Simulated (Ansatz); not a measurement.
## What a trial cell of ZrSb3 relaxes into

Level of theory: Ansatz 0.2.0, DFT r2SCAN, scalar-relativistic, plane waves, PAW. Cutoff 500 eV, Γ-centred k mesh, Gaussian smearing, no spin polarisation in the final step.

The start puts ZrSb3 on the Cu3Au (L1_2) structure type (Pm-3m, No. 221), with Zr in place of Au, Sb in place of Cu, at a guessed volume.

```
Zr Sb
1.0
     4.60387    0.00000    0.00000
     0.00000    4.60387    0.00000
     0.00000    0.00000    4.60387
Zr Sb
1 3
Cartesian
  0.0000 0.0000 0.0000
  0.0000 2.3019 2.3019
  2.3019 0.0000 2.3019
  2.3019 2.3019 0.0000
```

Cell and atoms relax at zero pressure; the relaxation can't lower the symmetry of the start.

Energies over the elements count from the elements' standard structures at the same level, with no empirical corrections.

Task: Describe the relaxed structure.

Result: It keeps Pm-3m (No. 221). The result has the Cu3Au (L1_2) structure. Conventional cell: a = 4.649 Å. Zr is coordinated by 12 Sb at 3.29 Å; Sb has 4 Zr at 3.29 Å and 8 Sb at 3.29 Å.

```cif
data_structure
_symmetry_space_group_name_H-M 'Pm-3m'
_symmetry_Int_Tables_number 221
_cell_length_a 4.6488
_cell_length_b 4.6488
_cell_length_c 4.6488
_cell_angle_alpha 90.000
_cell_angle_beta 90.000
_cell_angle_gamma 90.000
_cell_volume 100.47
loop_
_atom_site_label
_atom_site_type_symbol
_atom_site_symmetry_multiplicity
_atom_site_Wyckoff_symbol
_atom_site_fract_x
_atom_site_fract_y
_atom_site_fract_z
_atom_site_occupancy
Zr1 Zr 1 a 0.00000 0.00000 0.00000 1
Sb1 Sb 3 c 0.00000 0.50000 0.50000 1
```

Task: What are its volume, energy, density and gap?

Result: The volume per atom is 25.12 Å³, the density is 7.55 g/cm³ and the energy over the elements is 0.10 eV/atom. The gap on the 10×10×10 mesh is 0 eV (a metal).

The final run used a 10×10×10 mesh on its 4-atom cell and 0.10 eV smearing. The k mesh leaves about 4 meV/atom of noise in metals. Spin–orbit coupling is left out. A structure relaxed within its symmetry needn't be a true minimum. The steps took about 100 core-seconds in all.

Cost: 2 runs of about 1.7 core-minutes in all, on Intel Xeon 6975P-C (Granite Rapids) (shared hosts).